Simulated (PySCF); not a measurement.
Gas-phase reaction: 4 CH + 2 C4H10 (n-butane) = 3 C4H8 (isobutene)

Computed with PySCF and rigid-rotor harmonic-oscillator thermochemistry at 1 bar. The comparison is the NASA 1993 polynomial table, which mixes measured and estimated data. S°(298 K) at PBE0/def2-TZVP differs from the NASA 1993 table for C4H10 (n-butane) (-9 J/mol/K); whether the harmonic model or the table's entry is off was not settled. † marks an energy on the PBE0/def2-TZVP geometry and frequencies; other levels use their own. Open shells (unrestricted): CH (multiplicity 2, electronic degeneracy 4); the rest are closed-shell singlets. Spin-orbit splitting is ignored; it lowers the true energy and changes the entropy of CH. B3LYP is the form with VWN-RPA correlation. The harmonic model lacks anharmonicity and excited electronic states, which grow with temperature; levels with a mode under 35 cm⁻¹ are left out. Internal rotation in C4H10 (n-butane), C4H8 (isobutene) is treated as a harmonic vibration of one conformer, which makes the entropy rough. The table's entry may be an old estimate for CH (not checked at source). Warning, spin contamination: CH (B3LYP/def2-TZVP†, PBE/def2-SVP, PBE0/def2-SVP†, PBE0/def2-TZVP, LDA/def2-TZVP†, ωB97M-V/def2-TZVP†, ωB97X-V/def2-TZVP†).

```tsv
level	ΔH°(298 K), kJ	minus table	ΔG°(2000 K), kJ
table	-2189.1	-	-1203.9
B3LYP/def2-TZVP†	-2147.9	41.2	-1205.2
PBE/def2-SVP	-2325.0	-135.9	-1392.3
PBE0/def2-SVP†	-2265.1	-76.0	-1322.4
PBE0/def2-TZVP	-2226.8	-37.7	-1284.1
LDA/def2-TZVP†	-2584.5	-395.4	-1641.9
ωB97M-V/def2-TZVP†	-2181.4	7.7	-1238.8
ωB97X-V/def2-TZVP†	-2167.4	21.7	-1224.7
```
